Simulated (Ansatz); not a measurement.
Ansatz (an electronic-structure program) input:

Ansatz 0.2 input:
```yaml
crystal:
  periodic: [false, false, false]
  atoms:
    - {symbol: C, position_ang: [-0.18304254, 0.00476490, 0.95552267]}
    - {symbol: Cl, position_ang: [0.02009756, 1.53307264, -0.21289176]}
    - {symbol: Cl, position_ang: [-0.00577673, -1.53459387, -0.20255081]}
    - {symbol: H, position_ang: [0.85480124, -0.00272854, 1.32938764]}
basis:
  gaussian:
    orbitals: def2-TZVPD
hamiltonian:
  xc: {name: BHLYP}
total_charge: -1
output: {forces: true}
```

Predict the final energy.

-959.10144 Eh (BHLYP/def2-TZVPD). The basis has 138 functions.

It need not be the lowest isomer of its formula. Whether it binds its extra electron was not tested at this geometry.
